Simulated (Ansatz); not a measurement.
## Relaxing CaCo

Computed with Ansatz 0.2.0, DFT PBE, scalar-relativistic, plane waves, PAW. Cutoff 420 eV, Γ-centred k mesh, Gaussian smearing, collinear spin, first started from parallel moments.

The start puts CaCo on the CuAu (L1_0) structure type (P4/mmm, No. 123), with Ca in place of Cu, Co in place of Au, at a guessed volume.

```
Ca Co
1.0
     3.12573    0.00000    0.00000
     0.00000    3.12573    0.00000
     0.00000    0.00000    4.09694
Ca Co
1 1
Direct
  0.50000 0.50000 0.50000
  0.00000 0.00000 0.00000
```

Cell and atoms relax at zero pressure; the relaxation can't lower the symmetry of the start.

The zero of energy is the elements' standard structures at the same level; no fitted shifts are applied.

What does it relax into?

It keeps P4/mmm (No. 123). The result has the CuAu (L1_0) structure. Conventional cell: a = 3.354 Å, c = 3.671 Å. Around Ca lie 8 Co at 3.00 Å, 4 Ca at 3.35 Å and 2 Ca at 3.67 Å; around Co lie 8 Ca at 3.00 Å, 4 Co at 3.35 Å and 2 Co at 3.67 Å.

```cif
data_structure
_symmetry_space_group_name_H-M 'P4/mmm'
_symmetry_Int_Tables_number 123
_cell_length_a 3.3542
_cell_length_b 3.3542
_cell_length_c 3.6707
_cell_angle_alpha 90.000
_cell_angle_beta 90.000
_cell_angle_gamma 90.000
_cell_volume 41.30
loop_
_atom_site_label
_atom_site_type_symbol
_atom_site_symmetry_multiplicity
_atom_site_Wyckoff_symbol
_atom_site_fract_x
_atom_site_fract_y
_atom_site_fract_z
_atom_site_occupancy
Ca1 Ca 1 d 0.50000 0.50000 0.50000 1
Co1 Co 1 a 0.00000 0.00000 0.00000 1
```

What are its volume, energy, gap and moment?

The volume per atom is 20.65 Å³, the density is 3.98 g/cm³ and the energy over the elements is 0.52 eV/atom. The gap on the 18×18×14 mesh is 0 eV (a metal), the net moment per atom is 0.58 μB and the largest site moment is 1.44 μB.

The final run used a 18×18×14 mesh on its 2-atom cell and 0.10 eV smearing. The k mesh leaves about 4 meV/atom of noise in metals. Symmetry constrained the relaxation, so the result can be a saddle point. The steps took about 9 core-minutes in all.